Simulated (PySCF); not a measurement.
## BN⁺ at PBE0

Computed with PBE0; basis B def2-TZVP, N def2-TZVP; no relativity; PySCF 2.14.

| Property | Result |
| --- | --- |
| state | ⁴Σ⁻ (quartet), unpaired electrons σ ↑, π ↑↑ |
| bond length | 1.435 Å |
| harmonic wavenumber | 1168 cm⁻¹ |
| force constant | 4.95 mdyn/Å |
| rotational constant Be | 1.328 cm⁻¹ |
| anharmonicity ωexe | 18.2 cm⁻¹ |
| vibration–rotation constant αe | 0.0216 cm⁻¹ |
| well depth De to B⁺ + N | 2.22 eV |
| dissociation energy D0 | 2.15 eV |
| bond order (Mayer) | 1.57 |
| dipole moment (positive dipole points towards N; it is taken about the centre of mass and depends on that origin) | -2.84 D |

For an ion De counts to the pair picked by the measured ionisation energies or electron affinities, which need not be the lowest pair at this level. The state was picked by a PBE0 search and need not be the measured ground state.
